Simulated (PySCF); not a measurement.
ammonia (H₃N), SMILES N.

Geometry: PBE-D3(BJ)/def2-TZVPD.

Two levels are set side by side: TDDFT-PBE/def2-TZVPD (PySCF) and EOM-CCSD/aug-cc-pVDZ (PySCF). Vertical, same geometry; the bases differ. Differences are taken from unrounded values.

```tsv
quantity	EOM-CCSD	TDDFT-PBE	TDDFT-PBE minus EOM-CCSD
lowest singlet excitation (eV)	6.45	5.95	-0.50
lowest triplet excitation (TDA for PBE) (eV)	6.14	5.57	-0.57
```

A lower first singlet is the usual sign of a functional without exact exchange. Differences between two approximate levels are no errors against the true value.

Rough cost on one machine, each run with all the roots and properties that it gave: EOM-CCSD against TDDFT-PBE about 2 times.
